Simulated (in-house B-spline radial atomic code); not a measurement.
The numbers below are computed, except where a source is named.
**Li at several levels of theory**

Ground configuration [He] 2s1. All numbers come from an all-electron radial atomic-structure program (B-spline basis), all electrons, at the radial basis limit. Mean-field, RPA, GW and linear-response runs are non-relativistic, without Breit or QED terms, open shells spin-polarised at highest spin; the many-body runs on Dirac-Hartree-Fock orbitals are four-component, and their energies hold both.

RPA overbinds a lone outer s electron by self-correlation, and G0W0 tends to as well.

**Ionisation energy.** The reference is 5.392 eV (NIST, measured).

```csv
method,value (eV),minus reference (eV)
minus the highest LDA VWN5 level,3.16,-2.23
"LDA VWN5, difference of total energies",5.47,+0.08
minus the highest PBE level,3.23,-2.16
"PBE, difference of total energies",5.59,+0.20
G0W0 on PBE,5.51,+0.12
exact exchange + RPA on PBE,6.02,+0.63
exact exchange + RPA + SOSEX on PBE,5.37,-0.02
minus the highest PBE0 level,3.83,-1.56
"PBE0, difference of total energies",5.57,+0.18
G0W0 on PBE0,5.73,+0.34
minus the highest B3LYP (VWN-RPA) level,3.65,-1.74
"B3LYP (VWN-RPA), difference of total energies",5.63,+0.24
minus the highest CAM-B3LYP level,4.65,-0.74
minus the highest LC-wPBE level,5.60,+0.21
minus the highest Hartree-Fock level,5.34,-0.05
"Hartree-Fock, difference of total energies",5.34,-0.05
G0W0 on Hartree-Fock,5.75,+0.35
"MP2, difference of total energies",5.38,-0.01
Brueckner orbital with screened correlation (2s1/2),5.39,0.00
```

(1) Which methods come closest, and which lies farthest off?

Run times on one thread of shared hosts: mean field, RPA, SOSEX and G0W0 on PBE, for the atom and its ion, 1.3 s (Arm Neoverse N1); Brueckner orbitals with all properties, 19 s (Arm Neoverse N1).

Answers

(1) Closest: Brueckner orbital with screened correlation (2s1/2) (0.00 eV) and MP2, difference of total energies (-0.01 eV). Farthest: minus the highest LDA VWN5 level (-2.23 eV). The PBE level misses by -2.2 eV while the PBE energy difference misses by +0.20 eV: the semilocal potential lacks the −1/r tail and the energy is convex in the electron number, but total energies at whole numbers are far better.
